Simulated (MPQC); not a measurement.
# UBHLYP/cc-pVTZ run of SF (Monosulfur monofluoride)

What is the energy change on altering one bond length of SF (Monosulfur monofluoride) at UBHLYP/cc-pVTZ? 

The results are computed with MPQC 2.3.1.

20 further runs of the same task are left out: 12 that didn't finish, 8 set aside as unsound or not needed.

## (1) Starting point

SF: 2 atoms, total charge 0, spin state doublet. As SMILES, `F[S]`. Geometry: relaxed at PBE0-D4/def2-TZVP.

Bond lengths: F1–S2 1.594 Å.

## (2) A single-point energy at UBHLYP/cc-pVTZ

Contents of job.in:

```
molecule<Molecule>: (
  symmetry = c1
  unit = bohr
  { atoms geometry } = {
    F  [ 0.00000000   0.00000000   0.03046239 ]
    S  [ 0.00000000   0.00000000   3.04323385 ]
  }
)
basis<GaussianBasisSet>: (
  name = "cc-pVTZ"
  molecule = $:molecule
  basisdir = "."
  puream = yes
)
mpqc: (
  checkpoint = no
  savestate = no
  restart = no
  do_energy = yes
  do_gradient = no
  optimize = no
  mole<UKS>: (
    molecule = $:molecule
    basis = $:basis
    total_charge = 0
    multiplicity = 2
    memory = 1000000000
    print_evals = yes
    print_npa = yes
    maxiter = 120
    value_accuracy = 1e-08
    functional<SumDenFunctional>: (
      a0 = 0.5
      coefs = [ 0.5 0.5 1 ]
      funcs: [ <SlaterXFunctional>: () <Becke88XFunctional>: () <LYPCFunctional>: () ]
    )
    integrator<RadialAngularIntegrator>: ( grid = xfine )
    guess_wavefunction<ExtendedHuckelWfn>: (
      molecule = $:molecule
      total_charge = 0
      multiplicity = 2
      basis<GaussianBasisSet>: (
        name = "STO-3G"
        molecule = $:molecule
      )
    )
  )
)
```

The basis set cc-pVTZ is read from a file made from the Basis Set Exchange's data (not shown).

Started as:

```
mpqc job.in > job.out
```

What it wrote:

```text
MPQC: Massively Parallel Quantum Chemistry
[...]
  USCF::init: total charge = 0
[...]
  Integrated electron density error = -0.000372841425
  iter     1 energy = -472.8658703892 delta = 1.90844e-01
  Integrated electron density error = 0.002139028128
  iter     2 energy = -496.8697276364 delta = 7.96453e-02
[...]
  Integrated electron density error = -0.000000709640
  iter    20 energy = -497.9796732284 delta = 1.46773e-07
  Integrated electron density error = -0.000000709640
  iter    21 energy = -497.9796732284 delta = 3.81963e-08
  Integrated electron density error = -0.000000709640
  iter    22 energy = -497.9796732284 delta = 4.08560e-08
  Integrated electron density error = -0.000000709640
  iter    23 energy = -497.9796732284 delta = 1.31968e-08
[...]
  <S^2>      = 0.756379
  total scf energy = -497.9796732284
Value of the MolecularEnergy: -497.9796732284
[...]
        symmetry = c1
[...]
        nbasis = 64
[...]
      nalpha = 13
      nbeta = 12
[...]
```

Run time: 27 s. Hardware: 1 thread of Arm Neoverse V1, shared host; peak memory 0.24 GiB.

## (3) The distorted shape, same level

Contents of run.in:

```
molecule<Molecule>: (
    symmetry = c1
    unit = bohr
    { atoms geometry } = {
        F  [ 0.00000000     0.00000000    -3.58479156 ]
        S  [ 0.00000000     0.00000000     3.04323385 ]
    }
)
basis<GaussianBasisSet>: (
    name = "cc-pVTZ"
    molecule = $:molecule
    basisdir = "."
    puream = yes
)
mpqc: (
    checkpoint = no
    savestate = no
    restart = no
    do_energy = yes
    do_gradient = no
    optimize = no
    mole<UKS>: (
        molecule = $:molecule
        basis = $:basis
        total_charge = 0
        multiplicity = 2
        memory = 1000000000
        print_evals = yes
        print_npa = yes
        maxiter = 120
        value_accuracy = 1e-08
        functional<SumDenFunctional>: (
            a0 = 0.5
            coefs = [ 0.5 0.5 1 ]
            funcs: [ <SlaterXFunctional>: () <Becke88XFunctional>: () <LYPCFunctional>: () ]
        )
        integrator<RadialAngularIntegrator>: ( grid = xfine )
        guess_wavefunction<UHF>: (
            molecule = $:molecule
            total_charge = 0
            multiplicity = 2
            memory = 1000000000
            value_accuracy = 1e-3
            basis<GaussianBasisSet>: (
                name = "3-21G"
                molecule = $:molecule
            )
        )
    )
)
```

The basis set cc-pVTZ is read from a file made from the Basis Set Exchange's data (not shown).

Started as:

```
mpqc run.in > run.out
```

What it wrote:

```text
MPQC: Massively Parallel Quantum Chemistry
[...]
  Integrated electron density error = -0.006701447052
  iter     1 energy = -497.6908119581 delta = 1.52687e-01
  Integrated electron density error = -0.002089979528
  iter     2 energy = -497.8611662950 delta = 2.91910e-02
[...]
  Integrated electron density error = -0.000013079400
  iter    27 energy = -497.8663101057 delta = 3.38193e-08
  Integrated electron density error = -0.000013079400
  iter    28 energy = -497.8663101057 delta = 1.63607e-08
  Integrated electron density error = -0.000013079400
  iter    29 energy = -497.8663101057 delta = 1.17049e-08
  Integrated electron density error = -0.000013079400
  iter    30 energy = -497.8663101057 delta = 1.09655e-08
[...]
  <S^2>      = 1.748679
  total scf energy = -497.8663101057
Value of the MolecularEnergy: -497.8663101057
[...]
        symmetry = c1
[...]
        nbasis = 64
[...]
      nalpha = 13
      nbeta = 12
[...]
```

Run time: 31 s. Hardware: 1 thread of Arm Neoverse V1, shared host; peak memory 0.23 GiB.

## (4) Outcome

At UBHLYP/cc-pVTZ:

| quantity | value |
| --- | --- |
| first shape: total energy | -497.97967 Eh |
| first shape: ⟨S²⟩ | 0.756 |
| distorted shape: total energy | -497.86631 Eh |
| distorted shape: ⟨S²⟩ | 1.749 |
| energy change with the F1–S2 bond stretched from 1.594 to 3.507 Å | 3.085 eV |

In words: With the F1–S2 bond stretched from 1.594 to 3.507 Å the energy rises by 3.08 eV (71 kcal/mol). The first shape isn't relaxed at this level, so the change isn't measured from a minimum. ⟨S²⟩ (distorted shape) is 1.75 where a pure doublet has 0.75: the reference is spin-contaminated.
